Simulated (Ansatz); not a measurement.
Geometry optimisation, Ansatz 0.2.0, RKS LDA/def2-SVP.

Input file:

```yaml
crystal:
  periodic: [false, false, false]
  atoms:
    - { symbol: O, position_ang: [0.71239, -0.42239, 0.3471] }
    - { symbol: S, position_ang: [0.01962, 1.09487, 0.13044] }
    - { symbol: S, position_ang: [-0.73202, -0.67248, -0.47754] }
basis:
  gaussian: { orbitals: def2-SVP }
hamiltonian:
  xc: lda
relax:
  f_tol: 0.02
  max_steps: 40
scf:
  lower_state_search: "off"
```

Command:

```bash
$ ansatz run input.yaml --threads 1 --pin off --max-ram 2048MiB --backend cpu --events-out ev --progress --plain --runs-dir out
```

Where does it end, and by what steps?

The forces met the threshold. After 3 steps the energy has fallen by 0.057 eV; S3 moved furthest, 0.03 Å.

```tsv
step	energy less start (eV)	largest force component (eV/Å)	accepted
0	0.0000	1.589	yes
1	-0.0409	0.781	yes
2	-0.0567	0.126	yes
3	-0.0571	0.003	yes
```

```xyz
3
Properties=species:S:1:pos:R:3
O 0.731 -0.433 0.356
S 0.019 1.121 0.133
S -0.750 -0.687 -0.489
```

Whether the end is a true minimum wasn't checked by a vibrational analysis.

Run time: 2.7 s on 1 CPU thread of a shared host.
